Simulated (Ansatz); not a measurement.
Species: O2S, SMILES `O=S=O` (charge 0, multiplicity 1), formula O2S.

Problem. How many basis functions does frozen-core CCSD(T)/cc-pVTZ // B3LYP-D3(BJ)/def2-TZVP run with Ansatz (an electronic-structure program) use, how many core orbitals are frozen, and how many electrons are correlated?

Solution. 94 basis functions and 7 frozen orbitals, which leaves 18 correlated electrons. Core time is of the order of seconds.
